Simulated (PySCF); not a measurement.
# Rotational lines of BF

Lines J+1 ← J of the vibrational ground state, computed from RHF-CCSD(T) constants of BF, ¹Σ⁺ (singlet), closed shell (basis B def2-TZVPPD, F def2-TZVPPD; no relativity; PySCF 2.14; masses 11.0093 and 18.9984 u), in MHz:

| J | ν (MHz) |
| --- | --- |
| 2 | 266148 |
| 3 | 354842 |
| 4 | 443515 |
| 5 | 532164 |
| 6 | 620782 |

Question: Find B0 and the effective bond length r0; with αe = 0.0183 cm⁻¹, find Re.

Answer: ν = 2B0(J+1) − 4D(J+1)³ gives B0 = 1.4797 cm⁻¹. With the reduced mass μred = 6.9702 u, r0 = √(16.8576/(μred·B0)) (u, cm⁻¹, Å) = 1.2785 Å. Be = B0 + αe/2 = 1.4889 cm⁻¹ gives Re = 1.275 Å.

Correlated steps freeze 2 core orbitals. Where the molecule has an RHF reference, its open-shell atoms are computed with UHF.
